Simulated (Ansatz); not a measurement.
`CSC1(F)CO1` + CH₄ → `CC1(F)CO1` + CH₃SH  (formal exchange of groups at a C–S bond)

Calculated with Ansatz (gas phase, PBE0-D4/def2-TZVP geometries, no zero-point term in ΔE). CBS: MP2 limit from def2 TZ/QZ plus the TZ coupled-cluster correction, frozen cores. This one scheme is used for every species. Functionals use def2-TZVPP. B3LYP here is the variant with VWN-RPA as its local correlation; programs differ in this. One conformer a species, not always the lowest.

**Question.** Is it downhill or uphill in electronic energy at CCSD(T)/CBS, and by how much? (An estimate is asked.)

**Answer.** The calculation gave: Downhill: ΔE = -13.0 kJ/mol.

**Question.** What do these levels give: BLYP-D4, B3LYP-D4, PBE, PBE0, B3LYP, r2SCAN0, LC-ωPBE, RPA@PBE/def2-TZVPP, HF/def2-SVP, CCSD/def2-TZVPP, MP2/def2-QZVPP, HF/CBS(def2)? (An estimate is asked.)

**Answer.** The calculation gave: BLYP-D4 -3.4, B3LYP-D4 -9.1, PBE -8.4, PBE0 -14.2, B3LYP -15.1, r2SCAN0 -13.6, LC-ωPBE -16.1, RPA@PBE/def2-TZVPP -16.7, HF/def2-SVP -35.2, CCSD/def2-TZVPP -19.5, MP2/def2-QZVPP -9.3, HF/CBS(def2) -29.6 kJ/mol.

Largest T1 diagnostic among the species: 0.012.

At CCSD(T), def2-SVP lies −5.2 kJ/mol from the extrapolated value and def2-TZVPP −2.2 kJ/mol. In def2-TZVPP, CCSD(T) changes the Hartree–Fock value by +14.0 kJ/mol (the triples alone add +4.3 kJ/mol) and MP2 by +18.8 kJ/mol.
